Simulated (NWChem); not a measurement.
# Correlation energy of hydrogen fluoride (HF)

SMILES: F
```xyz
2

F      0.0000     0.0000     0.0925
H      0.0000     0.0000    -0.8323
```
Charge 0, spin multiplicity 1.

Everything below was run with NWChem. The geometry was optimised at B3LYP/def2-SVP, a minimum by its harmonic frequencies.

Basis set: def2-TZVP. Each correlation energy counts from its own Hartree-Fock reference.

The correlated methods keep 1 core orbital frozen. Coupled-cluster values serve here as a point of comparison, not as the truth.

### Question
For the correlation energy, MP2 gives -267.4 mHa and SCS-MP2 gives -261.6 mHa. What do CR-CCSD[T], CR-CCSD(T), CCSD give?

### Answer
CR-CCSD[T]: -275.6 mHa; CR-CCSD(T): -275.4 mHa; CCSD: -270.2 mHa.
